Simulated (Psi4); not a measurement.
**[BPH5]− (SMILES [BH3-]P), step by step**

Aim: a structure relaxation (singlet [BPH5]−, BP86/6-31+G*), then the energy (doublet BPH5, UBP86/6-31+G*), then a geometry optimisation (doublet BPH5, UBP86/6-31+G*), then a single-point energy (singlet [BPH5]−, BP86/6-31+G*) of BH5P. 

The results are computed with Psi4 1.11.

**1. The structure to begin with**

The species is [BPH5]− (7 atoms), meant as a singlet with charge -1. As SMILES, `[BH3-]P`. The coordinates come from a GFN2-xTB relaxation. The run starts from this shape.

Bond lengths: B1–P2 1.992 Å, B1–H3 1.212 Å, B1–H4 1.212 Å, B1–H5 1.210 Å, P2–H6 1.385 Å, P2–H7 1.385 Å. Angles: B1–P2–H6 99.5°, B1–P2–H7 99.7°, P2–B1–H3 106.1°, P2–B1–H4 106.1°, P2–B1–H5 108.9°, H6–P2–H7 90.6°, H3–B1–H4 110.9°, H3–B1–H5 112.3°, H4–B1–H5 112.2°.

**2. A geometry optimisation at BP86/6-31+G(d) (density fitting, Cartesian functions) (run 1)**

The input, calc.in:

```
memory 1600 MB

molecule system {
  -1 1
  B     -0.506120    -0.519900    -0.363840
  P      0.697480     0.300190     0.995330
  H     -1.584360    -0.644230     0.174420
  H     -0.027360    -1.601150    -0.627340
  H     -0.557520     0.205550    -1.330350
  H      0.219110     1.599520     0.971100
  H      1.758760     0.660030     0.180690
  symmetry c1
}

set basis 6-31+G*

e, wfn = optimize("bp86", return_wfn=True)
print_variables()
```

Command:

```console
$ psi4 calc.in calc.out -n 1
```

calc.out:

```text
[...]
  Running in c1 symmetry.
[...]
  Nuclear repulsion =   51.156154058888333
[...]
  Multiplicity = 1
[...]
  Nalpha       = 13
  Nbeta        = 13
[...]
    Number of basis functions: 52
[...]
   @DF-RKS iter   1:  -368.82284060181939   -1.07513e-01   1.44217e-02 DIIS/ADIIS
[...]
   @DF-RKS iter   7:  -369.25199668932271   -1.19371e-12   2.90220e-09 DIIS
[...]
    Orbital Energies [Eh]
    ---------------------
    Doubly Occupied:
       1A    -76.165130     2A     -6.276141     3A     -6.108374
       4A     -4.327525     5A     -4.325331     6A     -4.320541
       7A     -0.373017     8A     -0.227794     9A     -0.151722
      10A     -0.097802    11A     -0.062402    12A     -0.054754
      13A     -0.009298
[...]
  @DF-RKS Final Energy:  -369.25199668932271
   => Energetics <=
    Nuclear Repulsion Energy =             49.7716478559892082
    One-Electron Energy =                -612.1814999744642591
    Two-Electron Energy =                 222.4707844788452462
    DFT Exchange-Correlation Energy =     -29.3129290496928263
    Empirical Dispersion Energy =           0.0000000000000000
    VV10 Nonlocal Energy =                  0.0000000000000000
    Total Energy =                       -369.2519966893227092
[...]
 Multipole Moments:
 ------------------------------------------------------------------------------------
     Multipole            Electronic (a.u.)      Nuclear  (a.u.)        Total (a.u.)
 ------------------------------------------------------------------------------------
 L = 1.  Multiply by 2.5417464519 to convert [e a0] to [Debye]
 Dipole X            :          2.0270926           -1.2652574            0.7618352
 Dipole Y            :          0.5243197            0.1988357            0.7231555
 Dipole Z            :          3.3148387           -2.6959931            0.6188456
 Magnitude           :                                                    1.2191459
[...]
  -Total Gradient:
     Atom            X                  Y                   Z
    ------   -----------------  -----------------  -----------------
       1       -0.000082828713    -0.000050860738    -0.000111079536
       2        0.000096239522     0.000021146755     0.000165118878
       3       -0.000006069842     0.000021999478     0.000015570826
       4        0.000024538803     0.000002502844    -0.000002116610
       5        0.000002803594     0.000009120683    -0.000003316688
       6       -0.000013575032    -0.000003357771    -0.000034123597
       7       -0.000019429447     0.000002032391    -0.000029889562
[...]
    Final optimized geometry and variables:
    Molecular point group: c1
    Full point group: C1
    Geometry (in Angstrom), charge = -1, multiplicity = 1:
    B           -0.856860919423    -0.607638748651    -0.941297708144
    P            0.365177696442     0.222097900497     0.445091236681
    H           -1.953725278124    -0.747419630182    -0.380854974127
    H           -0.369801874227    -1.718815314846    -1.195820648321
    H           -0.956957774682     0.085270414740    -1.961706861202
    H           -0.103821437472     1.594682081952     0.488944555567
    H            1.521400122132     0.598227010325    -0.347100180672
  Variable Map:
  ----------------------------------------------------------------------------
  "CURRENT ENERGY"              =>    -369.251996689323
[...]
```

The script printed:

```text
Optimizer: Optimization complete!
```

Run time: 26 s. Hardware: 1 thread of AMD EPYC 7R43 (Zen 3), shared host; peak memory 0.46 GiB.

The path in brief:

```tsv
step	energy from the first frame kept (eV)	largest force (eV/Å)
0	0.0000	1.6491
1	-0.1315	0.2217
2	-0.1344	0.0529
3	-0.1349	0.0269
4	-0.1350	0.0099
```

After the run. Bond lengths: B1–P2 2.026 Å, B1–H3 1.240 Å, B1–H4 1.240 Å, B1–H5 1.237 Å, P2–H6 1.451 Å, P2–H7 1.451 Å. Angles: B1–P2–H6 102.3°, B1–P2–H7 102.3°, P2–B1–H3 105.7°, P2–B1–H4 105.7°, P2–B1–H5 112.6°, H6–P2–H7 91.7°, H3–B1–H4 109.8°, H3–B1–H5 111.4°, H4–B1–H5 111.4°.

**3. Doublet neutral BPH5: the energy at UBP86/6-31+G(d) (density fitting, Cartesian functions) (run 2)**

The input, calc.py:

```python
import psi4

psi4.set_memory('1600 MB')
psi4.set_num_threads(1)
psi4.set_output_file('psi4.out', False)

molecule = psi4.geometry("""
0 2
B     -0.98270861    -0.99572882    -0.72638994
P      1.32661042     0.57224687     1.89350558
H     -3.05548116    -1.25987663     0.33269384
H     -0.06230049    -3.09554903    -1.20736870
H     -1.17186452     0.31367942    -2.65468348
H      0.44033075     3.16605471     1.97637574
H      3.51155334     1.28302766     0.39648155
units au
symmetry c1
""")

psi4.set_options(dict(basis='6-31+G*', reference='uks'))

e, wfn = psi4.energy("BP86", return_wfn=True)
print(f'total energy {e:.8f} hartree = {e * 27.211386:.5f} eV')
```

Command:

```console
$ python calc.py
```

psi4.out:

```text
[...]
  Running in c1 symmetry.
[...]
  Nuclear repulsion =   49.771645613318697
[...]
  Multiplicity = 2
[...]
  Nalpha       = 13
  Nbeta        = 12
[...]
    Number of basis functions: 52
[...]
   @DF-UKS iter   1:  -368.80406336311677   -1.58207e-01   1.26254e-02 ADIIS/DIIS
[...]
   @DF-UKS iter  11:  -369.13157607330771   -1.63634e-08   3.30613e-07 DIIS
[...]
   @S^2 Observed:                7.529434330E-01
[...]
    Orbital Energies [Eh]
    ---------------------
    Alpha Occupied:
       1A    -76.441609     2A     -6.498094     3A     -6.383594
       4A     -4.603746     5A     -4.599855     6A     -4.597417
       7A     -0.629417     8A     -0.451700     9A     -0.386946
      10A     -0.343400    11A     -0.280480    12A     -0.271131
      13A     -0.262756
    Alpha Virtual:
      14A     -0.036453    15A     -0.032316    16A     -0.010799
      17A      0.033607    18A      0.035540    19A      0.043167
      20A      0.060597    21A      0.064588    22A      0.067012
      23A      0.096031    24A      0.123484    25A      0.128529
[...]
  @DF-UKS Final Energy:  -369.13157607330771
   => Energetics <=
    Nuclear Repulsion Energy =             49.7716456133186966
    One-Electron Energy =                -605.9769893162865628
    Two-Electron Energy =                 216.1330897228061190
    DFT Exchange-Correlation Energy =     -29.0593220931459797
    Empirical Dispersion Energy =           0.0000000000000000
    VV10 Nonlocal Energy =                  0.0000000000000000
    Total Energy =                       -369.1315760733077127
[...]
 Multipole Moments:
 ------------------------------------------------------------------------------------
     Multipole            Electronic (a.u.)      Nuclear  (a.u.)        Total (a.u.)
 ------------------------------------------------------------------------------------
 L = 1.  Multiply by 2.5417464519 to convert [e a0] to [Debye]
 Dipole X            :          2.0817494           -1.2652579            0.8164915
 Dipole Y            :          0.5813422            0.1988345            0.7801766
 Dipole Z            :          3.3531583           -2.6959927            0.6571656
 Magnitude           :                                                    1.3065989
[...]
```

Standard output:

```text
total energy -369.13157607 hartree = -10044.58180 eV
```

Wall time 9.3 s (1 thread of AMD EPYC 7R43 (Zen 3), shared host); peak memory 0.42 GiB.

**4. Doublet neutral BPH5: a structure relaxation at UBP86/6-31+G(d) (density fitting, Cartesian functions) (run 3)**

The input, job.py:

```python
import psi4

psi4.set_memory('1600 MB')
psi4.set_num_threads(1)
psi4.set_output_file('run.log', False)

m = psi4.geometry("""
0 2
B     -0.98270861    -0.99572882    -0.72638994
P      1.32661042     0.57224687     1.89350558
H     -3.05548116    -1.25987663     0.33269384
H     -0.06230049    -3.09554903    -1.20736870
H     -1.17186452     0.31367942    -2.65468348
H      0.44033075     3.16605471     1.97637574
H      3.51155334     1.28302766     0.39648155
units bohr
symmetry c1
""")

psi4.set_options({
    'basis': '6-31+G*',
    'reference': 'uks',
})

E = psi4.optimize("BP86", molecule=m)
print(f'BP86 energy: {E:.10f} Eh')
print(m.to_string(dtype='xyz', units='Angstrom'))
```

Command:

```console
$ python job.py
```

run.log:

```text
[...]
  Running in c1 symmetry.
[...]
  Nuclear repulsion =   49.771645613318697
[...]
  Multiplicity = 2
[...]
  Nalpha       = 13
  Nbeta        = 12
[...]
    Number of basis functions: 52
[...]
   @DF-UKS iter   0:  -369.15347038695029   -3.69153e+02   4.71203e-05
[...]
   @DF-UKS iter   7:  -369.15372031114936   -1.98952e-12   5.68417e-09 DIIS
[...]
   @S^2 Observed:                7.521838047E-01
[...]
    Orbital Energies [Eh]
    ---------------------
    Alpha Occupied:
       1A    -76.427674     2A     -6.496849     3A     -6.371485
       4A     -4.590964     5A     -4.588036     6A     -4.585219
       7A     -0.631127     8A     -0.466528     9A     -0.397168
      10A     -0.328810    11A     -0.304155    12A     -0.285295
      13A     -0.228529
    Alpha Virtual:
      14A     -0.030792    15A     -0.016711    16A      0.005265
      17A      0.033991    18A      0.037291    19A      0.045092
      20A      0.062184    21A      0.063377    22A      0.065876
      23A      0.083806    24A      0.120566    25A      0.132496
[...]
  @DF-UKS Final Energy:  -369.15372031114936
   => Energetics <=
    Nuclear Repulsion Energy =             51.4099109256222064
    One-Electron Energy =                -609.3157746033532476
    Two-Electron Energy =                 217.8527305741291116
    DFT Exchange-Correlation Energy =     -29.1005872075473988
    Empirical Dispersion Energy =           0.0000000000000000
    VV10 Nonlocal Energy =                  0.0000000000000000
    Total Energy =                       -369.1537203111493568
[...]
 Multipole Moments:
 ------------------------------------------------------------------------------------
     Multipole            Electronic (a.u.)      Nuclear  (a.u.)        Total (a.u.)
 ------------------------------------------------------------------------------------
 L = 1.  Multiply by 2.5417464519 to convert [e a0] to [Debye]
 Dipole X            :          1.5993808           -0.9115261            0.6878547
 Dipole Y            :          0.5244039            0.2347081            0.7591120
 Dipole Z            :          2.4837787           -2.0515479            0.4322308
 Magnitude           :                                                    1.1118537
[...]
  -Total Gradient:
     Atom            X                  Y                   Z
    ------   -----------------  -----------------  -----------------
       1        0.000036016674     0.000041943519     0.000019958371
       2       -0.000007389423     0.000001462884    -0.000016181036
       3       -0.000004791524    -0.000015927365    -0.000005287008
       4       -0.000014140206    -0.000010179215    -0.000000399095
       5       -0.000001654210    -0.000003331626     0.000000857616
       6       -0.000004708111    -0.000003204806     0.000000662382
       7       -0.000000980243    -0.000005529977    -0.000001274935
[...]
    Final optimized geometry and variables:
    Molecular point group: c1
    Full point group: C1
    Geometry (in Bohr), charge = 0, multiplicity = 2:
    B           -1.615534752503    -1.409072648511    -1.460724368922
    P            0.666210577310     0.515620184372     0.680381309646
    H           -3.697524094903    -1.487865805460    -0.517192970759
    H           -0.626745897593    -3.370854726536    -2.097000383543
    H           -1.419164332011     0.288327279956    -3.102167870240
    H           -0.138054089015     3.036912974804     1.202582366940
    H            3.054477413290     1.079248842425    -0.439866834109
```

On the terminal:

```text
Optimizer: Optimization complete!
BP86 energy: -369.1537203111 Eh
7
0 2 BH5P
B                    -0.854904174070    -0.745649133771    -0.772982047104
P                     0.352543455020     0.272854450931     0.360042283631
H                    -1.956645486926    -0.787344676784    -0.273686733644
H                    -0.331659645887    -1.783779501762    -1.109684813737
H                    -0.750989422696     0.152576225767    -1.641596540603
H                    -0.073055077746     1.607065137054     0.636379182538
H                     1.616359837619     0.571113892053    -0.232767504340
```

Run time: 76 s. Hardware: 1 thread of AMD EPYC 7R43 (Zen 3), shared host; peak memory 0.46 GiB.

Steps, from the record of the run:

```tsv
step	energy from the first frame kept (eV)	largest force (eV/Å)
0	0.0000	2.7762
1	-0.4829	1.2620
2	-0.5942	0.3305
3	-0.5999	0.1973
4	-0.6022	0.0463
5	-0.6024	0.0182
6	-0.6025	0.0141
7	-0.6025	0.0134
8	-0.6026	0.0085
9	-0.6026	0.0030
```

After the run. Bond lengths: B1–P2 1.944 Å, B1–H3 1.210 Å, B1–H4 1.210 Å, B1–H5 1.254 Å, P2–H6 1.427 Å, P2–H7 1.427 Å. Angles: B1–P2–H6 114.7°, B1–P2–H7 114.7°, P2–B1–H3 110.1°, P2–B1–H4 110.1°, P2–B1–H5 88.7°, H6–P2–H7 98.6°, H3–B1–H4 118.6°, H3–B1–H5 112.7°, H4–B1–H5 112.7°.

**5. The energy at BP86/6-31+G(d) (density fitting, Cartesian functions) (run 4)**

The input, bh5p.dat:

```
memory 1.6 GB

molecule system {
  -1 1
  B
  P 1 1.943971
  H 1 1.210317 2 110.06058
  H 1 1.210318 3 118.60392 2 127.95601
  H 1 1.253834 3 112.70035 4 134.7957
  H 2 1.427451 1 114.66721 3 -57.21491
  H 2 1.42745 6 98.57318 5 94.99146
  units angstrom
}

set {
  basis 6-31+G*
}

E, wfn = energy("bp86", return_wfn=True)
```

Command:

```console
$ psi4 -i bh5p.dat -o bh5p.out -n 1
```

bh5p.out:

```text
[...]
  Running in c1 symmetry.
[...]
  Nuclear repulsion =   51.409906700723276
[...]
  Multiplicity = 1
[...]
  Nalpha       = 13
  Nbeta        = 13
[...]
    Number of basis functions: 52
[...]
   @DF-RKS iter   1:  -368.80127132111596   -8.95672e-02   1.43711e-02 ADIIS/DIIS
[...]
   @DF-RKS iter   9:  -369.22677139075876   -3.58613e-08   9.92313e-07 DIIS
[...]
    Orbital Energies [Eh]
    ---------------------
    Doubly Occupied:
       1A    -76.159884     2A     -6.277359     3A     -6.104888
       4A     -4.324260     5A     -4.321597     6A     -4.316508
       7A     -0.381168     8A     -0.241646     9A     -0.166165
      10A     -0.090518    11A     -0.085497    12A     -0.083694
      13A      0.033440
[...]
  @DF-RKS Final Energy:  -369.22677139075876
   => Energetics <=
    Nuclear Repulsion Energy =             51.4099067007232762
    One-Electron Energy =                -615.3499983826277457
    Two-Electron Energy =                 224.0533375147027186
    DFT Exchange-Correlation Energy =     -29.3400172235569734
    Empirical Dispersion Energy =           0.0000000000000000
    VV10 Nonlocal Energy =                  0.0000000000000000
    Total Energy =                       -369.2267713907587563
[...]
 Multipole Moments:
 ------------------------------------------------------------------------------------
     Multipole            Electronic (a.u.)      Nuclear  (a.u.)        Total (a.u.)
 ------------------------------------------------------------------------------------
 L = 1.  Multiply by 2.5417464519 to convert [e a0] to [Debye]
 Dipole X            :         -1.0755164            1.4207207            0.3452043
 Dipole Y            :          0.4729404           -0.6247376           -0.1517972
 Dipole Z            :          2.5037859           -1.6389254            0.8648605
 Magnitude           :                                                    0.9434999
[...]
```

It took 7.2 s on 1 thread of AMD EPYC 7R43 (Zen 3), shared host; peak memory 0.42 GiB.

**6. Outcome**

| quantity | value |
| --- | --- |
| run 1, BP86/6-31+G*: total energy at the end | -369.25200 Eh |
| run 1, BP86/6-31+G*: HOMO energy | -0.25 eV |
| run 1, BP86/6-31+G*: LUMO energy | 3.56 eV |
| run 1, BP86/6-31+G*: HOMO–LUMO gap (to an unbound level, set by the basis) | 3.81 eV |
| doublet neutral BPH5, run 2: total energy | -369.13158 Eh |
| doublet neutral BPH5, run 2: dipole moment | 3.32 D |
| doublet neutral BPH5, run 2: HOMO energy (highest over α and β) | -7.12 eV |
| doublet neutral BPH5, run 2: LUMO energy (lowest over α and β) | -6.33 eV |
| doublet neutral BPH5, run 2: ⟨S²⟩ | 0.753 |
| doublet neutral BPH5, run 3: total energy at the end | -369.15372 Eh |
| doublet neutral BPH5, run 3: dipole moment | 2.83 D |
| doublet neutral BPH5, run 3: HOMO energy (highest over α and β) | -6.22 eV |
| doublet neutral BPH5, run 3: LUMO energy (lowest over α and β) | -4.97 eV |
| doublet neutral BPH5, run 3: ⟨S²⟩ | 0.752 |
| run 4, BP86/6-31+G*: total energy | -369.22677 Eh |
| run 4, BP86/6-31+G*: HOMO energy | 0.91 eV |
| run 4, BP86/6-31+G*: LUMO energy | 3.50 eV |
| run 4, BP86/6-31+G*: HOMO–LUMO gap (to an unbound level, set by the basis) | 2.59 eV |
| adiabatic ionisation energy (to the doublet neutral, no zero-point term) | 2.674 eV |

**Reading.** The adiabatic ionisation energy (to the doublet neutral, no zero-point term) is 2.67 eV (258 kJ/mol). The optimisation (run 1, BP86/6-31+G*) took 5 steps and changed the energy by -0.135 eV. The optimisation (doublet neutral BPH5, run 3) took 10 steps and changed the energy by -0.603 eV. The HOMO (run 4, BP86/6-31+G*) lies at positive energy, 0.91 eV, as semi-local functionals often give for anions; only total energies tell whether the electron is bound.
